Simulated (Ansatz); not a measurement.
System: hcp Hf. Method: r²SCAN (Ansatz, a program for electronic structure, PAW).

Numerical settings: plane-wave cutoff 500 eV, 18×12×1 k mesh (along the axes of the cell as run), Fermi–Dirac smearing 0.1 eV, scalar-relativistic PAW data made under PBE.

Question: Estimate the surface energy of the (10-10) face and work function of the (10-10) face that the calculation returns.

Answer: 
- surface energy of the (10-10) face = 2.42 J/m²
- work function of the (10-10) face = 3.38 eV

The slab of 10 atoms is relaxed and unreconstructed.

Spin–orbit coupling is not included.

Computed values are for the static lattice.

Cost on a shared machine: around 60 core-minutes (rough).
